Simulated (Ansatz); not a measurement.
## Worked example: GeBCl⁺, doublet against GeBCl, triplet

Geometry (PBE0/def2-TZVP stationary point of a triplet), kept for both states (GeBCl, triplet: Σ⁻; GeBCl⁺, doublet: Π):

```yaml
atoms:
  - { symbol: Cl, position_ang: [0.0000, 0.0000, -1.7788] }
  - { symbol: B, position_ang: [0.0000, 0.0000, -0.0866] }
  - { symbol: Ge, position_ang: [0.0000, 0.0000, 1.8654] }
```

Basis cc-pVDZ; Ansatz 0.2.0. Only valence electrons are correlated (noble-gas cores and the filled d shells of p-block atoms frozen). Prefix R: restricted or restricted open-shell reference; prefix U: unrestricted. No spin–orbit coupling is included, and no scalar relativity.

Full CI isn't at hand for all of this; UCCSDT(Q) serves as the reference, and is uncertain by about the last step of the cluster series.

```
    level  E(GeBCl, triplet) (hartree)  E(GeBCl⁺, doublet) (hartree)
     UMP2                 -2559.755914                  -2559.464430
 UCCSD(T)                 -2559.798560                  -2559.509762
      PBE                 -2561.443607                  -2561.144263
   r2SCAN                 -2561.926775                  -2561.619663
UCCSDT(Q)                 -2559.800803                  -2559.511879
```

Problem. Give the vertical gap, GeBCl⁺ doublet less GeBCl triplet, at each level in eV (1 hartree = 27.2114 eV), and each error against UCCSDT(Q).

Solution. UCCSDT(Q): (-2559.511879 − (-2559.800803)) × 27.2114 = 7.862 eV (the reference)
r2SCAN: (-2561.619663 − (-2561.926775)) × 27.2114 = 8.357 eV, error 0.495 eV
PBE: (-2561.144263 − (-2561.443607)) × 27.2114 = 8.146 eV, error 0.284 eV
UCCSD(T): (-2559.509762 − (-2559.798560)) × 27.2114 = 7.859 eV, error -0.003 eV
UMP2: (-2559.464430 − (-2559.755914)) × 27.2114 = 7.932 eV, error 0.070 eV

Total energies of functionals can't be set beside those of wave-function methods, since they hold the core's correlation and their own absolute errors; only the differences compare.

In so small a basis the reference is far from its limit while semilocal and hybrid functionals are nearer theirs, so the functionals' errors here hold much of the reference's basis and frozen-core error, which can add to them or hide them.

Each level lands on the state that its own search finds. T1 diagnostics of restricted CCSD: 0.020 and 0.023.
